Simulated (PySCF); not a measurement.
**Telling isomers of C3H6O apart by NMR**

[PySCF 2.14.0 with density-fitted response routines: spin–spin couplings from B3LYP/pcJ-1 (spin–dipole term left out of most H,H and C,H couplings); PBE0/pcSseg-1 with gauge-including orbitals; geometry: PBE0-D3(BJ)/def2-SVP; one averaged value for each set of equivalent atoms; no solvent model; non-relativistic Hamiltonian; one computed conformer]

References, each an isolated molecule treated in the same way: ¹H, ¹³C against TMS. Multiplet labels drop J under 1 Hz and among equivalent protons, and merge close values. Unscaled 3J(H,H) run several per cent high. Shifts are as computed. Against solution values, carbons near 30 ppm lie about +2 ppm off and those near 130 ppm about +5 ppm. Of 1211 compounds with measured shifts, 218 miss one by over three times the rms of a fit or turn the order of signals round; such compounds aren't used in these exercises. OH and NH positions are gas-phase values without hydrogen bonding to other molecules.

(1) Tabulate the signals of `C[C@@H]1CO1`, `C=CCO` and their relative energies.

(2) What is the quickest way to tell C[C@@H]1CO1 from C=CCO?

Answers

(1) 
```json
{"SMILES": "C[C@@H]1CO1", "carbon types": "1×CH 1×CH2 1×CH3", "δC": "46.5, 45.7, 20.1", "δH": "2.52 (m, 1H), 2.48 (m, 1H), 2.10 (m, 1H), 1.21 (m, 3H)", "E rel. (kcal/mol)": "2.7"}
{"SMILES": "C=CCO", "carbon types": "1×CH 2×CH2", "δC": "149.1, 123.7, 69.0", "δH": "6.28 (ddt, 1H), 5.41 (dq, 1H), 5.31 (dq, 1H), 4.09 (dt, 2H), -0.22 (br s, 1H)", "E rel. (kcal/mol)": "0.0"}
```

Energies are electronic energies at PBE0/pcSseg-1 on these geometries, without zero-point or thermal terms, each for the one conformer computed, which needn't be the lowest.

(2) Both give the same number of carbon signals, but DEPT or the intensities differ. The first has an epoxide ring carbon (CH) at 45.7 ppm, the second an alkene CH at 149.1 ppm. Their most deshielded carbons lie at 46.5 and 149.1 ppm. In the proton spectra the most deshielded non-exchanging signals are 2.52 (m, 1H) and 6.28 (ddt, J = 18.3, 11.2, 7.7 Hz, 1H).
